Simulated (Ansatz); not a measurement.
I need an active-space calculation of H2O, SMILES O. Use Ansatz 0.2.0, Python API. Use: SC-NEVPT2, def2-SVP basis, multiplicity 1.

```xyz
3

O    -0.2948    0.1950   -0.1369
H     0.4671    0.5603    0.3170
H    -0.1723   -0.7553   -0.1801
```

Script `h2o_cas.py`:
```python
"""Static correlation in H2O: natural occupations of an active space."""

import ansatz as az

h2o = (
    az.Crystal.molecule()
    .atom("O", (-0.29484, 0.19504, -0.13692))
    .atom("H", (0.46712, 0.56029, 0.31698))
    .atom("H", (-0.17228, -0.75533, -0.18006))
)

job = (
    h2o.calculation()
    .basis(gaussian="def2-SVP")  # atom-centred Gaussian functions
    .correlation(active_electrons=2, active_orbitals=2)
)
for method in ["sc_nevpt2"]:
    data = (job if method is None else job.correlation(method)).run(threads=1).report
    space = data["configurations"]
    state = space["states"][0]
    print(method or "casscf", f"total {data['free_energy_ev'] / 27.211386246:.6f} Ha, active-space state {state['energy']['hartree']:.6f} Ha, mean field {data['reference_energy_ev'] / 27.211386246:.6f} Ha")
    print("  determinants", state["n_determinants"], " natural occupations", [round(n, 3) for n in space["natural_occupations"]])
print("effectively unpaired electrons, sum of min(n, 2 - n):", round(sum(min(n, 2 - n) for n in space["natural_occupations"]), 3))
```

```console
$ python h2o_cas.py
sc_nevpt2 total -76.162476 Ha, active-space state -75.981467 Ha, mean field -75.960722 Ha
  determinants 4  natural occupations [1.98, 0.02]
effectively unpaired electrons, sum of min(n, 2 - n): 0.04
```

Caveats:
- Total energies depend on the basis set; only differences at equal settings carry meaning.
- The geometry is a force-field or estimated start, not a minimum of this method, and the basis set is short of its limit. The active space starts as a window about the frontier orbitals and is then optimised, not chosen by chemistry.
- Hardware and time: 0.8 s on 1 thread of Intel(R) Xeon(R) Platinum 8375C CPU @ 2.90GHz (Ice Lake), with other jobs on the host, peak memory 0.14 GiB.

(Lines on the test bed's own set-up are left out of the output.)
